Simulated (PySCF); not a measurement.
Gas-phase reaction: C2H5F + CF3 ⇌ 4 F + C3H5 (allyl)

Method: PySCF energies (xtb for GFN2) plus ideal-gas RRHO corrections (1 bar). † marks an energy on the PBE0/def2-TZVP geometry and frequencies; other levels use their own. 6-31G* has spherical d functions here. Open shells (unrestricted): CF3 (multiplicity 2), F (multiplicity 2), C3H5 (allyl) (multiplicity 2); the rest are closed-shell singlets. GFN2 has no spin-polarisation term. Spin-orbit splitting is ignored; it lowers the true energy and changes the entropy of F. Warning, spin contamination: C3H5 (allyl) (HF/6-31G*).

```json
[
 {"level": "BLYP/def2-TZVP†", "ΔH°(298 K), kJ": "___"},
 {"level": "GFN2-xTB", "ΔH°(298 K), kJ": "1195"},
 {"level": "HF/6-31G*", "ΔH°(298 K), kJ": "___"},
 {"level": "PBE/def2-TZVP†", "ΔH°(298 K), kJ": "1314"},
 {"level": "PBE0/def2-SVP†", "ΔH°(298 K), kJ": "1260"},
 {"level": "r2SCAN/def2-TZVP†", "ΔH°(298 K), kJ": "1239"},
 {"level": "ωB97M-V/def2-TZVP†", "ΔH°(298 K), kJ": "___"}
]
```

Q: Complete the blanks.

A: 
- BLYP/def2-TZVP†, ΔH°(298 K), kJ: 1241
- HF/6-31G*, ΔH°(298 K), kJ: 707
- ωB97M-V/def2-TZVP†, ΔH°(298 K), kJ: 1236
